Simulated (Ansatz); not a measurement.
Cost and result for the atomization energy of `NC1CCC1` (14 atoms, 14 bonds).

```xyz
14

N     0.633    1.475   -1.049
C    -0.098    0.306   -0.612
C    -0.763    0.380    0.772
C    -0.320   -1.076    1.009
C     0.734   -0.879   -0.096
H    -0.006    2.236   -1.251
H     1.131    1.279   -1.910
H    -0.832   -0.061   -1.347
H    -0.205    1.072    1.407
H    -1.826    0.619    0.823
H     0.031   -1.344    2.006
H    -1.093   -1.788    0.710
H     1.676   -0.511    0.317
H     0.937   -1.707   -0.778
```

The species carries charge 0 and has multiplicity 1. All single points use the PBE0-D4/def2-TZVP geometry. It is one conformer, not always the lowest. Program: Ansatz. All runs use 2 threads of an AMD EPYC 7R13 on a shared host and a share of an NVIDIA H100 80 GB. Times are those of one run each, without the atoms' runs, and a repeat can differ threefold. Electronic energies, without spin–orbit coupling; frozen cores. CCSD(T)/CBS adds CCSD(T) − MP2 in def2-TZVPP to the MP2 limit, and its time is that of the two runs behind it. T1 = 0.009. B3LYP takes the VWN-RPA correlation (the form of Gaussian; ORCA's B3LYP/G).

CCSD(T)/CBS is a level of theory with its own doubt, some kJ/mol a heavy atom from the limit and from the frozen cores, so smaller differences don't rank the functionals.

```tsv
level	functions	wall time	atomization (kcal/mol)	difference from CCSD(T)/CBS	per bond
PBE0-D4/def2-TZVPP	281	1.8 s	1331.5	13.6	1.0
PBE-D4/def2-TZVPP (with forces)	281	2.2 s	1351.0	33.1	2.4
r2SCAN-D4/def2-TZVPP (with forces)	281	2.2 s	1318.9	1.0	0.1
B2PLYP/def2-TZVPP	281	2.4 s	1306.3	-11.6	-0.8
B3LYP-D4/def2-TZVPP (with forces)	281	2.7 s	1320.4	2.5	0.2
ωB97X-V/def2-TZVPP	281	2.8 s	1323.4	5.5	0.4
ωB97M-V/def2-TZVPP (with forces)	281	3 s	1324.4	6.5	0.5
MP2/def2-QZVPP	555	3.3 s	1320.8	2.9	0.2
CCSD(T)/def2-TZVPP	281	3.8 s	1286.8	-31.1	-2.2
CCSD(T)/CBS(def2)	–	7.1 s	1317.9	0.0	0.0
```

In def2-TZVPP, CCSD(T) changes the Hartree–Fock value by +323.8 kcal/mol (the triples alone add +17.7 kcal/mol) and MP2 by +339.5 kcal/mol; breaking electron pairs costs correlation energy, which Hartree–Fock lacks. From PBE to PBE0 (25 % exact exchange), in def2-TZVPP and without D4, the atomization energy moves by −18.5 kcal/mol: exact exchange takes away binding that semilocal exchange gives to molecules. The D4 term adds +9.5 kcal/mol with B3LYP and +5.0 kcal/mol with PBE0; it sums over pairs of atoms, weighted by their polarisabilities, and B3LYP, whose exchange is more repulsive, gets the larger term.
